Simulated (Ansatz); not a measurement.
Ideal-gas functions of NO2 radical at 600 K and 1 bar, from an Ansatz frequency run at PBE0-D4/def2-TZVP.

Molar mass 46.0 g/mol, point group C2v (symmetry number 2), electronic degeneracy 2, moments of inertia 2.013, 38.147, 40.16 u Å². Harmonic wavenumbers (cm⁻¹, unscaled): 782, 1443, 1783.

Use S(trans) = R[1.5 ln M + 2.5 ln T − 1.1517]; rotational temperatures θ = 24.2544 K / I; S(rot) = R[ln(√π/σ · √(T³/θAθBθC)) + 1.5]; for each mode x = 1.438777 ν̃/T, S = R[x/(eˣ − 1) − ln(1 − e⁻ˣ)] and H = RT x/(eˣ − 1); 1 cm⁻¹ = 0.0119627 kJ/mol; R = 8.31446 J/(mol·K).

**Question.** By hand: the entropy, in J/(mol·K).

**Answer.** Translation 171.1. Rotation: θ = 12.0489, 0.6358, 0.6039 K, giving 84.9. Vibration, mode by mode: 4.21, 1.20, 0.62, in all 6.0. Electronic 5.8. Sum 267.8 J/(mol·K).

**Question.** By hand: H − E and G − E in kJ/mol, counted from the electronic energy.

**Answer.** Zero-point energy ½ × 4008 × 0.0119627 = 24.0; thermal vibration 2.6; translation, rotation and pV give 4 RT = 20.0. H − E = 46.6 kJ/mol, and G − E = 46.6 − 600 × 267.8/1000 = -114.1 kJ/mol.

Vibration gives 2 % of the entropy.
